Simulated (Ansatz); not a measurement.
# A correction line for r2SCAN/cc-pVTZ: atomisation enthalpy at 298 K

The atomisation enthalpy at 298 K in kJ/mol of 7 N-containing molecules: x at r2SCAN/cc-pVTZ, y from tabulated heats of molecules and atoms (Active Thermochemical Tables, NIST-JANAF tables). Shapes, held fixed at every level: PBE0-D4/def2-TZVP. Flexible molecules stand in one conformer, not always the lowest. Computed values hold a harmonic thermal term (PBE0-D4/def2-TZVP) and the atoms' spin-orbit lowering. Programs: Ansatz 0.2.0.

| molecule | x (kJ/mol) | y (kJ/mol) |
| --- | --- | --- |
| NClO (nitrosyl chloride) | 815 | 790 |
| NF3 (nitrogen trifluoride) | 877 | ? |
| N2O (nitrous oxide) | 1131 | 1112 |
| HCN (hydrogen cyanide) | 1255 | 1278 |
| HOCN (cyanic acid) | 1663 | 1671 |
| N2H4 (hydrazine) | 1690 | 1721 |
| CH3N (methanimine) | 1738 | 1755 |

Task: Fit y = c + s·x to the known rows and predict y for NF3.

Result: 
1. Means of the 6 rows: x = 1382.00, y = 1387.8.
2. Σ(Δx)² = 701180, Σ(Δx·Δy) = 735051, so the slope is 735051/701180 = 1.0483.
3. Intercept: 1387.8 − (1.0483) × 1382.00 = -61.0. The largest residual of the fit is 23.
4. NF3: -61.0 + 1.0483 × 877 = 858 kJ/mol.

The tabulated heats give 843 kJ/mol, so the prediction is off by +15 kJ/mol, within the largest residual. Uncorrected, r2SCAN/cc-pVTZ misses it by +34 kJ/mol, and the other rows by 20 on average. The line removes about 60 % of this miss. Left out in turn, the other rows are missed by 16 kJ/mol on average, hardly better than no correction.
